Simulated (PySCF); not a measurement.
Indirect couplings

Molfile (atoms numbered from 1):
```
C6H5F
     RDKit          3D

 12 12  0  0  0  0  0  0  0  0999 V2000
   -2.2346   -1.2777   -0.1212 F   0  0  0  0  0  0  0  0  0  0  0  0
   -1.1170   -0.5513   -0.1294 C   0  0  0  0  0  0  0  0  0  0  0  0
    0.1125   -1.2000   -0.1540 C   0  0  0  0  0  0  0  0  0  0  0  0
    1.2767   -0.4334   -0.1623 C   0  0  0  0  0  0  0  0  0  0  0  0
    1.2071    0.9597   -0.1461 C   0  0  0  0  0  0  0  0  0  0  0  0
   -0.0379    1.5883   -0.1217 C   0  0  0  0  0  0  0  0  0  0  0  0
   -1.2113    0.8357   -0.1131 C   0  0  0  0  0  0  0  0  0  0  0  0
    0.1403   -2.2910   -0.1663 H   0  0  0  0  0  0  0  0  0  0  0  0
    2.2479   -0.9331   -0.1815 H   0  0  0  0  0  0  0  0  0  0  0  0
    2.1225    1.5551   -0.1525 H   0  0  0  0  0  0  0  0  0  0  0  0
   -0.1003    2.6789   -0.1090 H   0  0  0  0  0  0  0  0  0  0  0  0
   -2.1969    1.3042   -0.0941 H   0  0  0  0  0  0  0  0  0  0  0  0
  1  2  1  0
  2  3  2  0
  3  4  1  0
  4  5  2  0
  5  6  1  0
  6  7  2  0
  7  2  1  0
  3  8  1  0
  4  9  1  0
  5 10  1  0
  6 11  1  0
  7 12  1  0
M  END
```

Couplings: B3LYP/pcJ-1 (spin–dipole term only in couplings to heteroatoms) in PySCF 2.14.0 with density-fitted response routines, geometry PBE0-D3(BJ)/def2-SVP; gas phase, one conformer, non-relativistic. Couplings are averaged over pairs made equivalent by symmetry, fast rotation or ring inversion, so a value needn't be that of the named pair in this geometry, while other rotamers aren't included; one pair stands for each set, and the list holds a selection of those of at least 1.5 Hz over up to four bonds. One-bond C–F couplings come out tens of Hz too large with common functionals.

Isotopes: $^{19}$F, $^{13}$C, $^{1}$H.

```tsv
pair	bonds	J (Hz)
F1, C2	1	?
C2, C3	1	?
C3, C4	1	?
C3, H8	1	?
C4, C5	1	?
C4, H9	1	168.0
C5, H10	1	169.6
F1, C3	2	18.6
C2, C4	2	?
C2, H8	2	-4.6
C3, C5	2	-1.6
C3, C7	2	5.2
C3, H9	2	1.6
F1, C4	3	5.0
F1, H8	3	?
C2, C5	3	9.0
C2, H9	3	11.2
C3, C6	3	5.4
C3, H10	3	8.7
C4, H11	3	9.4
C5, H8	3	8.1
H8, H9	3	?
H9, H10	3	8.2
F1, H9	4	5.2
C2, H10	4	-1.9
C3, H11	4	-1.6
```

Question: Estimate the withheld couplings, with signs.

Answer: 
- $^{1}J$(F1,C2) = -316.0 Hz (bond length 1.333 Å)
- $^{1}J$(C2,C3) = 75.4 Hz (bond length 1.390 Å)
- $^{1}J$(C3,C4) = 63.6 Hz (bond length 1.394 Å)
- $^{1}J$(C3,H8) = 169.8 Hz (bond length 1.091 Å, sp2 carbon)
- $^{1}J$(C4,C5) = 62.2 Hz (bond length 1.395 Å)
- $^{2}J$(C2,C4) = 2.2 Hz (angle at C3 119°)
- $^{3}J$(F1,H8) = 8.9 Hz (dihedral angle 0°)
- $^{3}J$(H8,H9) = 9.3 Hz (dihedral angle 0°)
